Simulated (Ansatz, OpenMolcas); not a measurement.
**Worked example: the enthalpy of formation of C3H4 (allene)**

C3H4 has 7 atoms, charge 0, and is taken as a singlet. SMILES: `C=C=C`. Geometry: relaxed at PBE0-D4/def2-TZVP.

Total energies at HF/3-21G (OpenMolcas 26.06); the atoms run unrestricted:

```tsv
species	state	energy (Eh)
C3H4	singlet	-115.219419
C	triplet	-37.481070
H	doublet	-0.496199
```

Harmonic wavenumbers at PBE0-D4/def2-TZVP, in cm⁻¹: 376, 376, 870, 870, 885, 1010, 1010, 1120, 1414, 1477, 2071, 3146, 3150, 3227, 3227.

Measured heats of formation of the gaseous atoms at 298.15 K, in kJ/mol: C 716.9, H 218.0. Take 1 Eh = 2625.50 kJ/mol, 1 cm⁻¹ = 0.0119627 kJ/mol, RT = 2.479 kJ/mol.

Problem. What heat of formation follows?

Solution. 
1. Electronic atomisation energy: 3 × (-37.481070) + 4 × (-0.496199) − (-115.219419) = 0.791413 Eh = 2077.9 kJ/mol.
2. Zero-point energy: half the sum of the wavenumbers, 12114.5 cm⁻¹ = 144.9 kJ/mol.
3. Thermal vibrational enthalpy, Σ hcν̃/(exp(hcν̃/kT) − 1): 2.5 kJ/mol. Translation, rotation and pV of a non-linear molecule: 4 RT = 9.9 kJ/mol.
4. The 7 free atoms carry 5/2 RT each: 43.4 kJ/mol.
5. Spin-orbit coupling lowers the free atoms by 3 × 0.02 = 0.1 kJ/mol.
6. Atomisation enthalpy at 298 K: 2077.9 − 0.1 − 144.9 − 2.5 − 9.9 + 43.4 = 1963.9 kJ/mol.
7. Sum of the atoms' heats of formation: 3022.7 kJ/mol. Heat of formation: 3022.7 − 1963.9 = +1058.8 kJ/mol.

The tabulated value is +190.2 kJ/mol (Active Thermochemical Tables), so this level is off by +868.6 kJ/mol, or 30.7 % of the atomisation enthalpy that the table implies (2832.4 kJ/mol). Hartree–Fock leaves out correlation, which is larger in the molecule than in the atoms, so it underbinds and puts the heat of formation too high. A basis without polarisation functions underbinds badly. Anharmonicity and any spin-orbit splitting of the molecule are left out.
